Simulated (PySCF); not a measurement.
Predicted microwave data (CAM-B3LYP/def2-SVPD in PySCF (dipole) on a GFN2-xTB geometry, gas phase) for one isomer of C5H9F:

| Quantity | Value |
| --- | --- |
| Rotational constants | A = 5830, B = 3253, C = 2512 MHz |
| Dipole components | \|μa\| = 1.71 D, \|μb\| = 0.07 D, \|μc\| = 1.03 D |
| Inertial defect | -40.87 u·Å² |
| κ | -0.55 |

Problem. Which structure is it? (One computed conformer of each.)
A. `[CH3:1]/[CH:2]=[CH:3]/[C@@H:4]([CH3:5])[F:6]` with C2–C3–C4–C5 -112°
B. `[F:1][CH:2]1[CH2:3][CH2:4][CH2:5][CH2:6]1` with F1–C2–C3–C4 124°, C2–C3–C4–C5 -29°, C3–C4–C5–C6 41°, C4–C5–C6–C2 -37°
C. `[CH3:1][C:2]([CH3:3])=[CH:4][CH2:5][F:6]` with C2–C4–C5–F6 -178°

Solution. B. It is FC1CCCC1, an asymmetric top, point group C1. The candidates at the same level (rigid rotor, commonest isotopes):

```csv
SMILES,A (MHz),B (MHz),C (MHz),μa (D),μb (D),μc (D),Δ (u·Å²),point group,rotor
FC1CCCC1,5830,3253,2512,1.71,0.07,1.03,-40.87,C1,asymmetric top
C/C=C/[C@@H](C)F,7316,1901,1650,0.50,1.67,0.43,-28.67,C1,near-prolate asymmetric top
CC(C)=CCF,7515,1803,1495,2.20,1.05,0.06,-9.47,near Cs,asymmetric top
```

`CC(C)=CCF` has B 45 % too low; `C/C=C/[C@@H](C)F` has B 42 % too low. No structure here is proved a minimum.
